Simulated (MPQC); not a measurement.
**MP2/aug-cc-pVTZ run of HOF (hypofluorous acid)**

What is the energy change on altering one bond length of HOF (hypofluorous acid) at MP2/aug-cc-pVTZ? 

The calculation is run with MPQC 2.3.1.

4 further runs of the same task are left out: 3 that didn't finish, 1 set aside as unsound or not needed. Runs told in other sessions of the task aren't counted.

### 1 The structure to begin with

HOF has 3 atoms, charge 0, and is taken as a singlet. As SMILES, `OF`. Geometry: relaxed at PBE0-D4/def2-TZVP.

Bond lengths: O1–F2 1.406 Å, O1–H3 0.969 Å. Angles: F2–O1–H3 99.1°.

### 2 The energy at MP2/aug-cc-pVTZ

The input, job.in:

```
% FHO
molecule<Molecule>: (
   symmetry = c1
   unit = angstrom
   { atoms geometry } = {
      O  [ 0.430590    -0.210340     0.216330 ]
      F  [ -0.221910     1.014620    -0.010980 ]
      H  [ -0.208690    -0.804280    -0.205350 ]
   }
)
basis<GaussianBasisSet>: (
   name = "aug-cc-pVTZ"
   molecule = $:molecule
   basisdir = "."
   puream = yes
)
mpqc: (
   checkpoint = no
   savestate = no
   restart = no
   do_energy = yes
   do_gradient = no
   optimize = no
   mole<MBPT2>: (
      molecule = $:molecule
      basis = $:basis
      memory = 1000000000
      method = mp
      nfzc = 2
      reference<CLHF>: (
         molecule = $:molecule
         basis = $:basis
         total_charge = 0
         memory = 1000000000
         print_evals = yes
         maxiter = 120
         value_accuracy = 1e-08
         guess_wavefunction<CLHF>: (
            molecule = $:molecule
            total_charge = 0
            memory = 1000000000
            value_accuracy = 1e-3
            basis<GaussianBasisSet>: (
               name = "STO-3G"
               molecule = $:molecule
            )
         )
      )
   )
)
```

The basis set aug-cc-pVTZ is read from a file made from the Basis Set Exchange's data (not shown).

Started as:

```
mpqc -o job.out job.in
```

Standard output:

```text
MPQC: Massively Parallel Quantum Chemistry
[...]
  LUMO is    10   A =   0.029072
  total scf energy = -174.8094143366
[...]
  MP2 correlation energy [au]:         -0.517001184540
  MP2 energy [au]:                   -175.326415521186
Value of the MolecularEnergy: -175.3264155212
[...]
        symmetry = c1
[...]
```

It took 45 s on 1 thread of Arm Neoverse N1, shared host; peak memory 0.5 GiB.

### 3 The distorted shape, same level

The input, run.in:

```
molecule<Molecule>: (
  symmetry = c1
  unit = angstrom
  { atoms geometry } = {
    O  [ 0.526465      -0.121265       0.279571 ]
    F  [ -0.126035       1.103695       0.052261 ]
    H  [ -0.208690      -0.804280      -0.205350 ]
  }
)
basis<GaussianBasisSet>: (
  name = "aug-cc-pVTZ"
  molecule = $:molecule
  basisdir = "."
  puream = yes
)
mpqc: (
  checkpoint = no
  savestate = no
  restart = no
  do_energy = yes
  do_gradient = no
  optimize = no
  mole<MBPT2>: (
    molecule = $:molecule
    basis = $:basis
    memory = 1000000000
    method = mp
    nfzc = 2
    reference<CLHF>: (
      molecule = $:molecule
      basis = $:basis
      total_charge = 0
      memory = 1000000000
      print_evals = yes
      maxiter = 120
      value_accuracy = 1e-08
      guess_wavefunction<CLHF>: (
        molecule = $:molecule
        total_charge = 0
        memory = 1000000000
        value_accuracy = 1e-3
        basis<GaussianBasisSet>: (
          name = "3-21G"
          molecule = $:molecule
        )
      )
    )
  )
)
```

The basis set aug-cc-pVTZ is read from a file made from the Basis Set Exchange's data (not shown).

Started as:

```
mpqc run.in > run.out
```

Standard output:

```text
MPQC: Massively Parallel Quantum Chemistry
[...]
  LUMO is    10   A =   0.025404
  total scf energy = -174.7887403526
[...]
  MP2 correlation energy [au]:         -0.523768552424
  MP2 energy [au]:                   -175.312508905002
Value of the MolecularEnergy: -175.3125089050
[...]
        symmetry = c1
[...]
```

It took 47 s on 1 thread of Arm Neoverse N1, shared host; peak memory 0.5 GiB.

### 4 Results

At MP2/aug-cc-pVTZ, 2 core orbitals frozen:

| quantity | value |
| --- | --- |
| first shape: total energy | -175.32642 Eh |
| first shape: HOMO energy (Hartree–Fock orbitals) | -14.74 eV |
| first shape: LUMO energy (Hartree–Fock orbitals) | 0.79 eV |
| first shape: HOMO–LUMO gap (Hartree–Fock orbitals) | 15.53 eV |
| first shape: correlation energy (2 core orbitals frozen) | -517.0 mEh |
| distorted shape: total energy | -175.31251 Eh |
| distorted shape: HOMO energy (Hartree–Fock orbitals) | -14.56 eV |
| distorted shape: LUMO energy (Hartree–Fock orbitals) | 0.69 eV |
| distorted shape: HOMO–LUMO gap (Hartree–Fock orbitals) | 15.25 eV |
| distorted shape: correlation energy (2 core orbitals frozen) | -523.8 mEh |
| energy change with the O1–H3 bond stretched from 0.969 to 1.115 Å | 0.378 eV |

What this shows: With the O1–H3 bond stretched from 0.969 to 1.115 Å the energy rises by 0.38 eV (36.5 kJ/mol). The first shape isn't relaxed at this level, so the change isn't measured from a minimum.
